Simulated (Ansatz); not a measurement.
# Worked example: correlation energy of Cl, doublet

A free Cl atom.

Basis cc-pVTZ; Ansatz 0.2.0. Correlated methods freeze the noble-gas cores, which leaves 7 electrons in 29 orbitals. R marks a restricted (for open shells ROHF) determinant, U an unrestricted one.

Full CI isn't at hand for all of this; UCCSDT(Q) serves as the reference, and is uncertain by about the last step of the cluster series.

Runs differ by some tens of microhartree through their thresholds and, for an open shell, their frozen cores, so steps under 0.03 kcal/mol mean nothing.

```json
{"level": "UHF", "total energy (hartree)": "-459.485434"}
{"level": "UMP2", "total energy (hartree)": "-459.643362"}
{"level": "UCCSD", "total energy (hartree)": "-459.666281"}
{"level": "UCCSD(T)", "total energy (hartree)": "-459.671808"}
{"level": "UCCSDT", "total energy (hartree)": "-459.672437"}
{"level": "UCCSDT(Q)", "total energy (hartree)": "-459.672589"}
```

Task: What is the correlation energy at UCCSDT(Q), and what share of it do UMP2 and UCCSDT recover?

Result: E(corr) = -459.672589 − (-459.485434) = -0.187155 hartree = -5.093 eV. UMP2: -0.157928 / -0.187155 = 84.38 %. UCCSDT: -0.187003 / -0.187155 = 99.92 %.

Task: By how many kcal/mol does UCCSD(T) miss UCCSDT(Q) (1 hartree = 627.509 kcal/mol), and which steps make up the rest?

Result: -459.671808 − (-459.672589) = 0.000781 hartree = 0.49 kcal/mol. Steps: UCCSDT − UCCSD(T) = -0.39, UCCSDT(Q) − UCCSDT = -0.10 kcal/mol. That is within 1 kcal/mol of the reference in this basis, which itself misses far more of the correlation at the basis-set limit.
